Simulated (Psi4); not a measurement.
# CH2N (SMILES [H]/[C]=N\[H]) at UHF-D4/aug-cc-pVDZ

What is the electrostatic solvation energy at fixed shape (C-PCM, methanol) of CH2N at UHF-D4/aug-cc-pVDZ? 

The calculation is run with Psi4 1.11.

8 further runs of the same task are left out: 2 that didn't finish, 6 set aside as unsound or not needed.

**1. The structure to begin with**

CH2N has 4 atoms, charge 0, and is taken as a doublet. SMILES: `[H]/[C]=N\[H]`. The shape is that of a GFN2-xTB optimisation.

Bond lengths: C1–N2 1.210 Å, C1–H3 1.081 Å, N2–H4 1.023 Å. Angles: C1–N2–H4 130.6°, N2–C1–H3 137.7°.

**2. A single-point energy at UHF-D4/aug-cc-pVDZ**

Input file calc.dat:

```
memory 1.6 GB

molecule mol {
  0 2
  C
  N 1 1.209619
  H 1 1.080707 2 137.65616
  H 2 1.022551 1 130.64021 3 0.56616
  units angstrom
  symmetry c1
  no_reorient
  no_com
}

set {
  reference uhf
  scf_type  pk
}

result, w = energy("hf-d4/aug-cc-pVDZ", return_wfn=True)
print_variables()
```

Command:

```
psi4 -i calc.dat -o calc.out -n 1
```

calc.out:

```text
[...]
  Running in c1 symmetry.
[...]
  Nuclear repulsion =   28.430500045825415
[...]
  Multiplicity = 2
[...]
  Nalpha       = 8
  Nbeta        = 7
[...]
    Number of basis functions: 64
[...]
   @UHF iter   1:   -93.35112511778992   -7.49576e-01   5.15493e-03 DIIS/ADIIS
[...]
   @UHF iter  13:   -93.41231601865177   -1.58953e-08   5.37848e-07 DIIS
[...]
   @S^2 Observed:                8.049045374E-01
[...]
    Orbital Energies [Eh]
    ---------------------
    Alpha Occupied:
       1A    -15.582460     2A    -11.307205     3A     -1.235975
       4A     -0.850776     5A     -0.724963     6A     -0.558605
       7A     -0.475884     8A     -0.346760
    Alpha Virtual:
       9A      0.033689    10A      0.049829    11A      0.092047
      12A      0.102771    13A      0.116352    14A      0.142214
      15A      0.167243    16A      0.188256    17A      0.200693
      18A      0.233540    19A      0.280855    20A      0.322119
      21A      0.357536    22A      0.383474    23A      0.387337
      24A      0.416469    25A      0.453492    26A      0.500052
[...]
  @UHF Final Energy:   -93.41231601865177
   => Energetics <=
    Nuclear Repulsion Energy =             28.4305000458254149
    One-Electron Energy =                -182.0623364598963008
    Two-Electron Energy =                  60.2240386061642283
    Total Energy =                        -93.4123160186517651
  UHF NO Occupations:
  HONO-2 :    6  A 1.9957875
  HONO-1 :    7  A 1.9779575
[...]
 Multipole Moments:
 ------------------------------------------------------------------------------------
     Multipole            Electronic (a.u.)      Nuclear  (a.u.)        Total (a.u.)
 ------------------------------------------------------------------------------------
 L = 1.  Multiply by 2.5417464519 to convert [e a0] to [Debye]
 Dipole X            :          0.0016441           -0.0066714           -0.0050273
 Dipole Y            :         -0.4877921            1.3085314            0.8207393
 Dipole Z            :         -0.0041121           -0.1982304           -0.2023424
 Magnitude           :                                                    0.8453288
[...]
```

Run time: 5.4 s. Hardware: 1 thread of AMD EPYC 7R43 (Zen 3), shared host; peak memory 0.25 GiB.

**3. A single-point energy at UHF-D4/aug-cc-pVDZ (C-PCM methanol)**

Input file job.dat:

```
memory 1600 MB

molecule m {
  0 2
  C
  N 1 1.209619
  H 1 1.080707 2 137.65616
  H 2 1.022551 1 130.64021 3 0.56616
  symmetry c1
  no_reorient
  no_com
}

set {
  reference uhf
  scf_type  pk
  pcm       true
}

pcm = {
  Units = Angstrom
  Medium {
    SolverType = CPCM
    Solvent = Methanol
  }
  Cavity {
    Type = GePol
    RadiiSet = UFF
    Scaling = False
    Area = 0.4
    Mode = Implicit
  }
}

energy_value, wavefunction = energy('hf-d4/aug-cc-pVDZ', return_wfn=True)
print_variables()
```

Command:

```
psi4 -n 1 job.dat job.out
```

job.out:

```text
[...]
  Running in c1 symmetry.
[...]
  Nuclear repulsion =   28.430500045825415
[...]
  Multiplicity = 2
[...]
  Nalpha       = 8
  Nbeta        = 7
[...]
    Number of basis functions: 64
[...]
   @UHF iter   1:   -93.36120536734600   -7.58684e-01   5.02909e-03 ADIIS/DIIS
[...]
   @UHF iter  13:   -93.41932927872328   -6.95519e-09   3.04094e-07 DIIS
[...]
   @S^2 Observed:                7.966858207E-01
[...]
    Orbital Energies [Eh]
    ---------------------
    Alpha Occupied:
       1A    -15.582274     2A    -11.306459     3A     -1.237743
       4A     -0.847605     5A     -0.721884     6A     -0.562254
       7A     -0.478406     8A     -0.348792
    Alpha Virtual:
       9A      0.041367    10A      0.056543    11A      0.094645
      12A      0.097712    13A      0.119684    14A      0.141258
      15A      0.172510    16A      0.184189    17A      0.209353
      18A      0.230693    19A      0.290112    20A      0.313613
      21A      0.367384    22A      0.394088    23A      0.399670
      24A      0.427899    25A      0.466897    26A      0.500578
[...]
  @UHF Final Energy:   -93.41932927872328
   => Energetics <=
    Nuclear Repulsion Energy =             28.4305000458254149
    One-Electron Energy =                -182.1083943034659001
    Two-Electron Energy =                  60.2716317282864296
    PCM Polarization Energy =              -0.0085485386241105
    Total Energy =                        -93.4193292787232821
  UHF NO Occupations:
  HONO-2 :    6  A 1.9960550
[...]
 Multipole Moments:
 ------------------------------------------------------------------------------------
     Multipole            Electronic (a.u.)      Nuclear  (a.u.)        Total (a.u.)
 ------------------------------------------------------------------------------------
 L = 1.  Multiply by 2.5417464519 to convert [e a0] to [Debye]
 Dipole X            :          0.0003715           -0.0066714           -0.0062999
 Dipole Y            :         -0.2777046            1.3085314            1.0308269
 Dipole Z            :         -0.0926289           -0.1982304           -0.2908593
 Magnitude           :                                                    1.0710942
[...]
```

It took 7.5 s on 1 thread of AMD EPYC 7R43 (Zen 3), shared host; peak memory 0.24 GiB.

**4. Results**

Level: UHF-D4/aug-cc-pVDZ.

| quantity | value |
| --- | --- |
| gas phase: total energy | -93.41232 Eh |
| gas phase: dipole moment | 2.15 D |
| gas phase: HOMO energy (highest over α and β) | -9.44 eV |
| gas phase: LUMO energy (lowest over α and β) | 0.92 eV |
| gas phase: dispersion energy | -11.86 kJ/mol |
| gas phase: ⟨S²⟩ | 0.805 |
| C-PCM, methanol: total energy | -93.41933 Eh |
| C-PCM, methanol: dipole moment | 2.72 D |
| C-PCM, methanol: HOMO energy (highest over α and β) | -9.49 eV |
| C-PCM, methanol: LUMO energy (lowest over α and β) | 1.13 eV |
| C-PCM, methanol: dispersion energy | -11.86 kJ/mol |
| C-PCM, methanol: solvent term in the energy | -22.4 kJ/mol |
| C-PCM, methanol: ⟨S²⟩ | 0.797 |
| energy change from gas to solvent at fixed shape | -0.191 eV |

What this shows: The solvent model (C-PCM, methanol) lowers the energy by 0.19 eV (−4.4 kcal/mol) at the same shape. It holds the electrostatic part alone, without cavity or dispersion terms.
